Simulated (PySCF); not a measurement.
# Si₂⁺: a composite coupled-cluster calculation

State: quartet, unpaired electrons σ ↑, π ↑↑. De refers to Si⁺ + Si. ROHF-based CCSD(T) in PySCF 2.14 with Si cc-pV(T+d)Z and Si cc-pV(Q+d)Z (frozen core orbitals: 10; no relativity). Correlation energies are extrapolated as n⁻³ (n = 3, 4), Hartree–Fock as (n+1)·exp(−9√n). CV is the change on freezing 2 orbitals instead, in Si cc-pwCVTZ. SR is the spin-free X2C energy in Si cc-pVTZ-DK less the non-relativistic one in Si cc-pVTZ.

```tsv
Level	Re (Å)	ωe (cm⁻¹)	ωexe (cm⁻¹)	αe (cm⁻¹)	De (eV)
CCSD(T)/TZ	2.2790	472.4	2.39	0.00151	3.381
CCSD(T)/QZ	2.2701	476.7	2.42	0.00152	3.471
HF/CBS	2.2558	497.9	1.89	0.00133	2.526
MP2/CBS	2.2513	502.4	2.19	0.00139	3.533
CCSD/CBS	2.2567	489.9	2.25	0.00146	3.315
CCSD(T)/CBS	2.2643	480.6	2.42	0.00152	3.528
CCSD(T)/CBS+CV	2.2580	481.3	2.43	0.00154	3.537
CCSD(T)/CBS+CV+SR	2.2579	480.1	2.43	0.00154	3.530
```

Problem. How much is left between CCSD(T)/QZ and the basis-set limit, and how much do the triples give at the limit?

Solution. CCSD(T)/CBS less CCSD(T)/QZ: -5.8 mÅ in Re, +3.9 cm⁻¹ in ωe and +0.057 eV in De. CCSD(T)/CBS less CCSD/CBS: +7.6 mÅ in Re, -9.3 cm⁻¹ in ωe and +0.213 eV in De.

Problem. What do the later terms add?

Solution. CV: -6.3 mÅ in Re, +0.7 cm⁻¹ in ωe and +0.009 eV in De; SR: -0.1 mÅ in Re, -1.2 cm⁻¹ in ωe and -0.007 eV in De, each against the row above.

The T1 diagnostic is 0.024. The state was picked by a PBE0 search and need not be the measured ground state. Spin–orbit coupling, excitations beyond (T) and corrections to the Born–Oppenheimer picture are left out.

The whole job (state search and all basis sets along the bond) took about 49 min on 4 threads of Arm Neoverse N1 (shared host), peak memory 12 GiB.
